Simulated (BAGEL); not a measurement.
# HF/STO-3G (density fitting with cc-pvqz-jkfit) run of C6H10 (1-methylcyclopentene)

What is the energy change on altering one bond length of C6H10 (1-methylcyclopentene) at HF/STO-3G (density fitting with cc-pvqz-jkfit)? 

Program for the calculation: BAGEL 1.2.2.

## 1. The system as given

C6H10 has 16 atoms, charge 0, and is taken as a singlet. SMILES: `CC1=CCCC1`. The coordinates come from a PBE0-D4/def2-TZVP relaxation. This is one conformer, not always the lowest.

Bond lengths: C1–C2 1.486 Å, C2–C3 1.331 Å, C3–C4 1.499 Å, C4–C5 1.538 Å, C2–C6 1.505 Å, C5–C6 1.535 Å, C1–H7 1.096 Å, C1–H8 1.095 Å, C1–H9 1.091 Å, C3–H10 1.085 Å, C4–H11 1.094 Å, C4–H12 1.098 Å, C5–H13 1.093 Å, C5–H14 1.091 Å, C6–H15 1.095 Å, C6–H16 1.099 Å. Some angles: C1–C2–C3 127.5°, C1–C2–C6 121.7°, C3–C2–C6 110.8°, C2–C3–C4 112.6°, C3–C4–C5 102.8°, C4–C5–C6 105.2°, C2–C6–C5 103.6°, C2–C1–H7 110.9°, C2–C1–H8 111.1°, C2–C1–H9 111.7°.

## 2. The energy at HF/STO-3G (density fitting with cc-pvqz-jkfit)

Contents of hf.json:

```json
{ "bagel" : [

{
  "title" : "molecule",
  "basis" : "sto-3g",
  "df_basis" : "cc-pvqz-jkfit",
  "angstrom" : true,
  "geometry" : [
    { "atom" : "C", "xyz" : [   -0.182550,    0.153470,    2.196680 ] },
    { "atom" : "C", "xyz" : [    0.039290,    0.039180,    0.731770 ] },
    { "atom" : "C", "xyz" : [    1.204510,   -0.027810,    0.091730 ] },
    { "atom" : "C", "xyz" : [    1.039050,   -0.203910,   -1.387910 ] },
    { "atom" : "C", "xyz" : [   -0.449080,    0.116590,   -1.605660 ] },
    { "atom" : "C", "xyz" : [   -1.108990,   -0.080680,   -0.234400 ] },
    { "atom" : "H", "xyz" : [   -0.752800,   -0.702760,    2.573510 ] },
    { "atom" : "H", "xyz" : [   -0.768550,    1.046860,    2.437290 ] },
    { "atom" : "H", "xyz" : [    0.759370,    0.203610,    2.745170 ] },
    { "atom" : "H", "xyz" : [    2.172750,   -0.007620,    0.580790 ] },
    { "atom" : "H", "xyz" : [    1.695560,    0.444770,   -1.975280 ] },
    { "atom" : "H", "xyz" : [    1.281320,   -1.233740,   -1.682420 ] },
    { "atom" : "H", "xyz" : [   -0.549170,    1.163300,   -1.904140 ] },
    { "atom" : "H", "xyz" : [   -0.905320,   -0.488430,   -2.391050 ] },
    { "atom" : "H", "xyz" : [   -1.901490,    0.648610,   -0.037670 ] },
    { "atom" : "H", "xyz" : [   -1.573910,   -1.071450,   -0.138410 ] }
  ]
},
{ "title" : "hf", "charge" : 0 },
{ "title" : "print", "file" : "orbitals.molden", "orbitals" : true }

]}
```

The run is started by

```sh
$ BAGEL_NUM_THREADS=1 BAGEL hf.json > hf.out
```

The log of the run:

```text
* using 1 threads per process

  ===============================================================
  ===============================================================

  *** Geometry ***

  { "atom" : "C", "xyz" : [     -0.344970,      0.290016,      4.151124 ] },
  { "atom" : "C", "xyz" : [      0.074247,      0.074039,      1.382845 ] },
  { "atom" : "C", "xyz" : [      2.276194,     -0.052553,      0.173345 ] },
  { "atom" : "C", "xyz" : [      1.963520,     -0.385334,     -2.622770 ] },
  { "atom" : "C", "xyz" : [     -0.848638,      0.220323,     -3.034258 ] },
  { "atom" : "C", "xyz" : [     -2.095687,     -0.152463,     -0.442952 ] },
  { "atom" : "H", "xyz" : [     -1.422586,     -1.328024,      4.863229 ] },
  { "atom" : "H", "xyz" : [     -1.452349,      1.978279,      4.605811 ] },
  { "atom" : "H", "xyz" : [      1.435001,      0.384767,      5.187619 ] },
  { "atom" : "H", "xyz" : [      4.105902,     -0.014400,      1.097534 ] },
  { "atom" : "H", "xyz" : [      3.204144,      0.840493,     -3.732738 ] },
  { "atom" : "H", "xyz" : [      2.421344,     -2.331431,     -3.179313 ] },
  { "atom" : "H", "xyz" : [     -1.037781,      2.198318,     -3.598303 ] },
  { "atom" : "H", "xyz" : [     -1.710807,     -0.922999,     -4.518430 ] },
  { "atom" : "H", "xyz" : [     -3.593295,      1.225695,     -0.071186 ] },
  { "atom" : "H", "xyz" : [     -2.974259,     -2.024747,     -0.261557 ] },

  Number of auxiliary basis functions:     1146

  Since a DF basis is specified, we compute 2- and 3-index integrals:
    o Being stored without compression. Storage requirement is 0.015 GB

  Number of basis functions:       40
  Number of electrons      :       46

    * METHOD: MOLECULE                             1.78

  *** RHF ***

  === Nuclear Repulsion ===
   234.4960788977

      * DIIS with orbital gradients will be used.

  === RHF iteration (sto-3g) ===
      0       -230.21710470          0.00694515           0.12
      1       -230.25461317          0.00186057           0.11
      2       -230.25704099          0.00058404           0.11
      3       -230.25720493          0.00011170           0.11
      4       -230.25721032          0.00000798           0.11
      5       -230.25721037          0.00000220           0.11
      6       -230.25721038          0.00000091           0.12
      7       -230.25721038          0.00000028           0.11
      8       -230.25721038          0.00000004           0.11
      9       -230.25721038          0.00000001           0.11
     10       -230.25721038          0.00000000           0.11
    * SCF iteration converged.

    * Permanent dipole moment:
           (    0.071392,     0.013422,    -0.041930) a.u.

    * METHOD: HF                                   1.49

    * METHOD: PRINT                                0.00

  ===============================================================
```

Run time: 3.6 s. Hardware: 1 thread of Arm Neoverse V1, shared host; peak memory 0.13 GiB.

## 3. The distorted shape at the same level

Contents of input.json:

```json
{ "bagel" : [

{
  "title" : "molecule",
  "basis" : "sto-3g",
  "df_basis" : "cc-pvqz-jkfit",
  "angstrom" : true,
  "geometry" : [
    { "atom" : "C", "xyz" : [       0.451472,      -0.429982,       2.039291 ] },
    { "atom" : "C", "xyz" : [       0.673312,      -0.544272,       0.574381 ] },
    { "atom" : "C", "xyz" : [       1.838532,      -0.611262,      -0.065659 ] },
    { "atom" : "C", "xyz" : [       1.673072,      -0.787362,      -1.545299 ] },
    { "atom" : "C", "xyz" : [       0.184942,      -0.466862,      -1.763049 ] },
    { "atom" : "C", "xyz" : [      -0.474968,      -0.664132,      -0.391789 ] },
    { "atom" : "H", "xyz" : [      -0.118778,      -1.286212,       2.416121 ] },
    { "atom" : "H", "xyz" : [      -0.134528,       0.463408,       2.279901 ] },
    { "atom" : "H", "xyz" : [       1.393392,      -0.379842,       2.587781 ] },
    { "atom" : "H", "xyz" : [       2.806772,      -0.591072,       0.423401 ] },
    { "atom" : "H", "xyz" : [       2.329582,      -0.138682,      -2.132669 ] },
    { "atom" : "H", "xyz" : [       1.915342,      -1.817192,      -1.839809 ] },
    { "atom" : "H", "xyz" : [       0.084852,       0.579848,      -2.061529 ] },
    { "atom" : "H", "xyz" : [      -0.271298,      -1.071882,      -2.548439 ] },
    { "atom" : "H", "xyz" : [      -1.901490,       0.648610,      -0.037670 ] },
    { "atom" : "H", "xyz" : [      -0.939888,      -1.654902,      -0.295799 ] }
  ]
},

{
  "title" : "hf"
},

{
  "title" : "print",
  "file" : "orbitals.molden",
  "orbitals" : true
}

]}
```

The run is started by

```sh
$ BAGEL_NUM_THREADS=1 BAGEL input.json > input.out
```

The log of the run:

```text
* using 1 threads per process

  ===============================================================
  ===============================================================

  *** Geometry ***

  { "atom" : "C", "xyz" : [      0.853158,     -0.812548,      3.853701 ] },
  { "atom" : "C", "xyz" : [      1.272375,     -1.028525,      1.085423 ] },
  { "atom" : "C", "xyz" : [      3.474322,     -1.155118,     -0.124078 ] },
  { "atom" : "C", "xyz" : [      3.161648,     -1.487899,     -2.920192 ] },
  { "atom" : "C", "xyz" : [      0.349490,     -0.882241,     -3.331680 ] },
  { "atom" : "C", "xyz" : [     -0.897559,     -1.255028,     -0.740374 ] },
  { "atom" : "H", "xyz" : [     -0.224458,     -2.430588,      4.565807 ] },
  { "atom" : "H", "xyz" : [     -0.254221,      0.875714,      4.308388 ] },
  { "atom" : "H", "xyz" : [      2.633129,     -0.717797,      4.890197 ] },
  { "atom" : "H", "xyz" : [      5.304030,     -1.116964,      0.800112 ] },
  { "atom" : "H", "xyz" : [      4.402272,     -0.262071,     -4.030160 ] },
  { "atom" : "H", "xyz" : [      3.619472,     -3.433995,     -3.476735 ] },
  { "atom" : "H", "xyz" : [      0.160347,      1.095754,     -3.895725 ] },
  { "atom" : "H", "xyz" : [     -0.512679,     -2.025563,     -4.815852 ] },
  { "atom" : "H", "xyz" : [     -3.593295,      1.225695,     -0.071186 ] },
  { "atom" : "H", "xyz" : [     -1.776131,     -3.127312,     -0.558979 ] },

  Number of auxiliary basis functions:     1146

  Since a DF basis is specified, we compute 2- and 3-index integrals:
    o Being stored without compression. Storage requirement is 0.015 GB

  Number of basis functions:       40
  Number of electrons      :       46

    * METHOD: MOLECULE                             1.79

  *** RHF ***

  === Nuclear Repulsion ===
   231.6858914496

      * DIIS with orbital gradients will be used.

  === RHF iteration (sto-3g) ===
      0       -229.96563955          0.00997642           0.12
      1       -230.03208967          0.00450099           0.12
      2       -230.04165374          0.00125717           0.12
      3       -230.04269303          0.00021791           0.12
      4       -230.04272084          0.00006026           0.12
      5       -230.04272352          0.00002383           0.11
      6       -230.04272394          0.00000750           0.12
      7       -230.04272400          0.00000146           0.12
      8       -230.04272400          0.00000061           0.12
      9       -230.04272400          0.00000030           0.12
     10       -230.04272400          0.00000008           0.12
     11       -230.04272400          0.00000003           0.12
     12       -230.04272400          0.00000001           0.12
    * SCF iteration converged.

    * Permanent dipole moment:
           (   -0.265278,     0.210112,     0.031701) a.u.

    * METHOD: HF                                   1.79

    * METHOD: PRINT                                0.00

  ===============================================================
```

Run time: 3.9 s. Hardware: 1 thread of Arm Neoverse V1, shared host; peak memory 0.13 GiB.

## 4. What came out

Level: HF/STO-3G (density fitting with cc-pvqz-jkfit).

| quantity | value |
| --- | --- |
| first shape: total energy | -230.25721 Eh |
| first shape: dipole moment | 0.21 D |
| first shape: HOMO energy | -7.44 eV |
| first shape: LUMO energy | 8.81 eV |
| first shape: HOMO–LUMO gap | 16.24 eV |
| distorted shape: total energy | -230.04272 Eh |
| distorted shape: dipole moment | 0.86 D |
| distorted shape: HOMO energy | -6.69 eV |
| distorted shape: LUMO energy | 5.70 eV |
| distorted shape: HOMO–LUMO gap | 12.39 eV |
| energy change with the C6–H15 bond stretched from 1.095 to 1.971 Å | 5.836 eV |

**Reading.** With the C6–H15 bond stretched from 1.095 to 1.971 Å the energy rises by 5.84 eV (135 kcal/mol). The first shape isn't relaxed at this level, so the change isn't measured from a minimum. A restricted reference can't describe the breaking bond well at this length. The minimal basis adds a large error of its own.
